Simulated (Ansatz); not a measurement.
Input file:

```yaml
crystal:
  periodic: [false, false, false]
  atoms:
    - {symbol: P, position_ang: [0.000000, 0.000000, 0.000000]}
    - {symbol: H, position_ang: [0.000000, 0.000000, 1.442600]}
basis:
  gaussian: {orbitals: aug-cc-pVDZ}
total_charge: -1
magnetization: {spin_polarized: false, initial_magnetization: 1}
correlation: {method: fic_mrcisd_q, electrons: outside_noble_gas, active_space: {window: {electrons: 3, orbitals: 3}}}
```

```sh
$ ansatz run in.yaml --threads 1 --pin off --events-out ev --progress --plain --max-ram 4096MiB --backend cpu
```

**Question.** Roughly how long does this take on 1 thread of AMD EPYC 7R13, shared host, and how much host memory?

**Answer.** 1.2 s wall and 0.12 GiB.

```
365 factors; integrals over basis functions are off by at most 1.1e-3 eV
mean field evaluation 1: about -9285.7721 eV, gradient 1.1e1 eV
mean field evaluation 2: about -9285.7719 eV, gradient 1.1e1 eV
mean field evaluation 4: about -9286.6216 eV, gradient 9.8e-1 eV
mean field evaluation 8: about -9286.6312 eV, gradient 5.9e-4 eV
mean field evaluation 16: about -9286.6312 eV, gradient 5.1e-7 eV
mean field -9286.63121043 eV, -341.2774022785 hartree, gradient 1.6e-6 eV, S^2 0.750000; 2 other end points of the search recorded, 0 dependent functions left out
reference -9286.63121043 eV, -341.2774022785 hartree; 9, 8 occupied and 27, 28 virtual orbitals, 365 factors
state -9287.04477816 eV, -341.2926006122 hartree
contracted CI cycle   1: correlation 0.00000000 eV, 0.0000000000 hartree, residual 1.26e1 eV
contracted CI cycle   2: correlation -3.23867594 eV, -0.1190191457 hartree, residual 2.40e0 eV
contracted CI cycle   3: correlation -3.36502138 eV, -0.1236622548 hartree, residual 7.13e-1 eV
contracted CI cycle   4: correlation -3.37723753 eV, -0.1241111899 hartree, residual 2.44e-1 eV
contracted CI cycle   5: correlation -3.37862268 eV, -0.1241620933 hartree, residual 8.55e-2 eV
contracted CI cycle   6: correlation -3.37880836 eV, -0.1241689170 hartree, residual 3.49e-2 eV
contracted CI cycle   7: correlation -3.37883970 eV, -0.1241700689 hartree, residual 1.56e-2 eV
contracted CI cycle   8: correlation -3.37884558 eV, -0.1241702848 hartree, residual 6.68e-3 eV
contracted CI cycle   9: correlation -3.37884671 eV, -0.1241703262 hartree, residual 2.56e-3 eV
contracted CI cycle  10: correlation -3.37884688 eV, -0.1241703325 hartree, residual 9.83e-4 eV
state -9287.04477816 eV, -341.2926006122 hartree; corrected -9290.71850041 eV, -341.4276074148 hartree
state -9286.86917699 eV, -341.2861473885 hartree
contracted CI cycle   1: correlation 0.00000000 eV, 0.0000000000 hartree, residual 1.31e1 eV
contracted CI cycle   2: correlation -3.35146315 eV, -0.1231639991 hartree, residual 2.51e0 eV
contracted CI cycle   3: correlation -3.50979828 eV, -0.1289827079 hartree, residual 7.60e-1 eV
contracted CI cycle   4: correlation -3.52545228 eV, -0.1295579818 hartree, residual 2.53e-1 eV
contracted CI cycle   5: correlation -3.52716136 eV, -0.1296207891 hartree, residual 9.06e-2 eV
contracted CI cycle   6: correlation -3.52738633 eV, -0.1296290569 hartree, residual 3.44e-2 eV
contracted CI cycle   7: correlation -3.52741988 eV, -0.1296302897 hartree, residual 1.29e-2 eV
contracted CI cycle   8: correlation -3.52742469 eV, -0.1296304662 hartree, residual 4.77e-3 eV
contracted CI cycle   9: correlation -3.52742534 eV, -0.1296304902 hartree, residual 1.79e-3 eV
contracted CI cycle  10: correlation -3.52742543 eV, -0.1296304936 hartree, residual 6.89e-4 eV
state -9286.86917699 eV, -341.2861473885 hartree; corrected -9290.71172998 eV, -341.4273586061 hartree
state -9287.04477816 eV, -341.2926006122 hartree; corrected -9290.71850041 eV, -341.4276074148 hartree
Total energy: -9290.71850041 eV, -341.4276074148 hartree
```

For the same geometry and basis full CI lies 15.2 meV lower.
